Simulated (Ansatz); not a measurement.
We consider fcc Ag, described by PBE (PAW; Ansatz, an electronic-structure program).

Numerical settings: plane-wave cutoff 500 eV, 30×30×30 k mesh, Fermi–Dirac smearing 0.1 eV, no spin polarisation, scalar-relativistic PAW data made under PBE.

Computed at the level's own relaxed cell.

Question: Estimate the equilibrium volume per atom and lattice constant a that the calculation returns.

Answer: 
- equilibrium volume per atom: 17.84 Å³/atom
- lattice constant a: 4.148 Å

Measured, for comparison: equilibrium volume per atom 16.76 Å³/atom (static lattice: zero-point anharmonic expansion removed; as tabulated in Mejia-Rodriguez and Trickey (2018), arXiv:1807.09216); lattice constant a 4.062 Å (static lattice: zero-point anharmonic expansion removed, our sources range from 4.056 to 4.063; as tabulated in Mejia-Rodriguez and Trickey (2018), arXiv:1807.09216). Computed (rounded) less measured: equilibrium volume per atom +6.4 %, lattice constant a +2.1 % (+2.1 % to +2.3 % over the range).

Cost on a shared machine: very roughly 40 core-seconds.
